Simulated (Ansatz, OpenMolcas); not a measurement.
## The same job for OpenMolcas

This Ansatz 0.2.0 job computes BCl (SMILES [B]Cl):

run.yaml:
```yaml
crystal:
  periodic: [false, false, false]
  atoms:
    - {symbol: B, position_ang: [-0.000000, -0.000000, -0.928610]}
    - {symbol: Cl, position_ang: [0.000000, 0.000000, 1.648190]}
basis:
  gaussian: {orbitals: STO-3G}
hamiltonian: {xc: {name: B2PLYP}}
correlation: {frozen_orbitals: {B: 1, Cl: 5}}
accuracy: high
```

```bash
$ ansatz run run.yaml --threads 1 --pin off --max-ram 3480MiB --events-out events.jsonl --progress --plain --runs-dir runs
```

The Cl2–B1 distance was set to 2.577 Å, away from the relaxed value.

It gives a total energy of -479.319365 Eh.

Problem. Write the same calculation for OpenMolcas 26.06 as an input file of the program's own.

Solution. For example:

mol.input:
```
&gateway
  baslib
  $CurrDir
  coord
  2
  angstrom
  B        0.000000       0.000000      -0.928610
  Cl       0.000000       0.000000       1.648190
  basis
  STO-3G
  group
  NoSym

&seward
  gridinput
  Grid=UltraFine
  End of Grid

&scf
  ksdft
  B2PLYP_SCF
  thresholds
  1e-10 1e-07 1e-07 1e-05
  prorbitals
  1 1

&mbpt2
  frozen
  6
```

```bash
$ export MOLCAS_MEM=1860
$ pymolcas mol.input > mol.log
```

(Basis files named in the input come from the Basis Set Exchange and aren't shown.)

Its energy is -479.319365 Eh, 0.000 mEh from the first.
